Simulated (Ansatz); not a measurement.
A displaced shape of singlet C₂:

```xyz
2

C     0.0285   -0.0018   -0.5870
C    -0.0236   -0.0291    0.5949
```

It was optimised with HF/def2-SVP in Ansatz (development build ahead of 0.2.0) to forces under 0.001 eV/Å, with restricted orbitals. Each step stands on the lowest determinant of that kind that the program's search found.

What shape does it relax to, and how does the optimisation go?

```
atom    x (Å)    y (Å)    z (Å)
   C   0.0323   0.0002  -0.6726
   C  -0.0273  -0.0311   0.6805
```

Bond lengths: C1–C2 1.355 Å.

| step | E − E(start) (eV) | largest force (eV/Å) |
| --- | --- | --- |
| 1 | 0.0000 | 14.2874 |
| 2 | -1.1799 | 2.7421 |
| 3 | -1.2317 | 0.1086 |
| 4 | -1.2318 | 0.0062 |
| 5 | -1.2318 | 0.0000 |

The optimisation ended after 5 steps with its threshold met. Caution: near this shape an unrestricted determinant lies lower.
